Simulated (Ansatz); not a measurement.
# CHN (singlet): from Hartree-Fock to the top rungs at scale of all distances = 1.000, 6-31G

Aim: climb from Hartree-Fock through coupled cluster and multireference methods for CHN (singlet) at one geometry and basis, and see what each rung misses.

Method: 6-31G, core rule «outside noble gas», up to 2 orbitals frozen; program: Ansatz 0.2.0, Gaussian basis.

To be run: UHF; CCSD(T) on RHF; BCCD(T) on RHF; CISD; CCSDT(Q) on RHF; CISDTQ; CCSDTQ on RHF; CASSCF and MRCISD+Q, 2 electrons in 2 orbitals; CASSCF and NEVPT2, 2 electrons in 2 orbitals; CASSCF and MRCISD+Q, 10 electrons in 9 orbitals; CASSCF and NEVPT2, 10 electrons in 9 orbitals; Full CI.

13 further runs of the same task are left out: 11 that didn't finish, 2 set aside as unsound or not needed.

**1. The geometry**

The geometry derives from a PBE0/def2-TZVP stationary point (not a proven minimum). All distances are scaled together.

3 atoms, charge 0, spin multiplicity 1.

Atoms are counted from 1 here; the program's logs count them from 0.

Bond lengths: N1–C2 1.163 Å, N1–H3 0.997 Å. Angles: C2–N1–H3 180.0°.

**2. UHF**

Contents of in.yaml:

```yaml
crystal:
  periodic: [false, false, false]
  atoms:
    - {symbol: N, position_ang: [0.000000, 0.000000, 0.055493]}
    - {symbol: C, position_ang: [0.000000, 0.000000, -1.107975]}
    - {symbol: H, position_ang: [0.000000, 0.000000, 1.052482]}
basis:
  gaussian: {orbitals: 6-31G}
magnetization: {spin_polarized: true, initial_magnetization: 0}
hamiltonian: {xc: hf}
output: {orbitals: {seedname: orbitals}}
```

On the command line:

```sh
$ ansatz run in.yaml --threads 1 --pin off --events-out ev --progress --plain --max-ram 2393MiB
```

Further steps of the session: CCSD(T) on RHF; BCCD(T) on RHF; CISD; CCSDT(Q) on RHF; CISDTQ; CCSDTQ on RHF; CASSCF and MRCISD+Q, 2 electrons in 2 orbitals; CASSCF and NEVPT2, 2 electrons in 2 orbitals; CASSCF and MRCISD+Q, 10 electrons in 9 orbitals; CASSCF and NEVPT2, 10 electrons in 9 orbitals; Full CI.

Q: Predict the results of all the runs planned. Wanted: FCI below the RHF energy; RMP2 from FCI; RCCSD from FCI; RCCSD(T) from FCI; RCCSDT(Q) from FCI; NEVPT2 pair from FCI; MRCISD+Q pair from FCI; NEVPT2 valence from FCI; T1 diagnostic.

As calculated:

```
                         quantity                                                                    value
         FCI below the RHF energy                                                               -5.5985 eV
                    RMP2 from FCI                                                               +449.4 meV
                   RCCSD from FCI                                                               +241.9 meV
                RCCSD(T) from FCI                                                                +28.9 meV
               RCCSDT(Q) from FCI                                                                 -0.1 meV
             NEVPT2 pair from FCI                                                               +459.0 meV
           MRCISD+Q pair from FCI                                                               +124.7 meV
          NEVPT2 valence from FCI                                                               +429.1 meV
levels within 1 kcal/mol (43 meV)  RCCSD(T), BCCD(T), RCCSDT, CISDTQ, RCCSDT(Q), RCCSDTQ, MRCISD+Q valence
                    T1 diagnostic                                                                    0.020
   effectively unpaired electrons                                                                     0.08
```

In words: RCCSD(T) misses by +28.9 meV, 0.5 % of the correlation energy. One determinant dominates. Of the multireference levels listed MRCISD+Q valence comes nearest in total energy (+30.7 meV), which doesn't show that its space is the better one. These misses are within one basis, not against nature.
